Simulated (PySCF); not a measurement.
## HF: frontier orbitals

revPBE at R = 0.962 Å; PySCF, no relativity, basis sets H 3-21G, F 3-21G. State: ¹Σ⁺ (singlet), closed shell. Only the outer orbitals are listed, counted within each symmetry.

```
orbital  occ.  ε (eV)  on H (%)         main shells (%)
     2σ     2  -27.97         8           88 F s, 8 H s
     3σ     2  -11.14        22  67 F p, 22 H s, 11 F s
     1π     2   -6.91         0                 100 F p
     1π     2   -6.91         0                 100 F p
     4σ     0    1.63        81          81 H s, 20 F p
     5σ     0   23.35        92           92 H s, 8 F p
     2π     0   48.48         0                 100 F p
```

Q: Which are the highest filled and the lowest empty level, where do they sit, and how wide is the gap?

A: Highest filled 1π at -6.91 eV (in %: 100 F p); lowest empty 4σ at 1.63 eV (in %: 81 H s, 20 F p); the gap at revPBE is 8.54 eV. An empty level above zero is unbound, and its energy depends on the basis.

```
bond order (Mayer)                             : 0.83
⟨S²⟩                                           : 0.000
charge on H (Mulliken, basis-dependent)        : 0.39
charge on H (Löwdin, basis-dependent)          : 0.27
dipole moment (positive dipole means H(−)F(+)) : -1.92 D
```

3-21G is very small, so such numbers show the basis as much as the molecule.
